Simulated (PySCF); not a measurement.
# C6H12 (3,3-dimethyl-1-butene): the cost of one run

Computed with PySCF 2.14.0, with density-fitted response routines of our own, on a single molecule in the gas phase. Atoms count from 0, in the outputs and in this text.

### Step 1. The molecule as given

18 atoms, charge 0, multiplicity 1; geometry from: MMFF94s. The atoms were then displaced at random by about 0.03 Å, so the start is not that level's minimum.

Bonds of the start (Å): C0–C1 1.43, C1–C2 1.56, C2–C3 1.57, C2–C4 1.51, C2–C5 1.55, C0–H6 1.03, C0–H7 1.06, C1–H8 1.03, C3–H9 1.19, C3–H10 1.04, C3–H11 1.06, C4–H12 1.06, C4–H13 1.15, C4–H14 1.06, C5–H15 1.08, C5–H16 1.12, C5–H17 1.12.

### Step 2. Relaxing the molecule at PBE0-D3(BJ)/def2-SVP

The job: settings as JSON, then the geometry in Å.

```
{"job": {"xc": "PBE0", "basis": "def2-SVP", "d3": "d3bj", "grid": 1, "shake": 0.03, "kind": "geom"}, "charge": 0, "multiplicity": 1}
C      2.016200    -1.234850     0.520780
C      1.124260    -0.580980    -0.384160
C     -0.249710     0.114180    -0.131620
C      0.018320     1.589420    -0.586040
C     -1.286940    -0.611980    -0.957710
C     -0.619890     0.127410     1.368890
H      2.912360    -1.622570     0.181200
H      1.779140    -1.190430     1.553310
H      1.453030    -0.557510    -1.363590
H     -1.037440     2.107380    -0.404560
H      0.149200     1.637100    -1.613080
H      0.707340     2.127090     0.004890
H     -1.467390    -1.609650    -0.650950
H     -2.303780    -0.101070    -0.772180
H     -1.062200    -0.611020    -1.997420
H     -0.722720    -0.866700     1.778850
H      0.131900     0.663440     1.998380
H     -1.597980     0.637650     1.532740
```

The run is started by

```
OMP_NUM_THREADS=1 python probes_run.py task.json out
```

The driver reads the jobs from task.json and runs them one after another.

Q: Estimate the wall time and peak memory of this first job on 1 thread of Intel Xeon Platinum 8488C, shared host.

About 77 s, with a peak of 0.58 GiB.
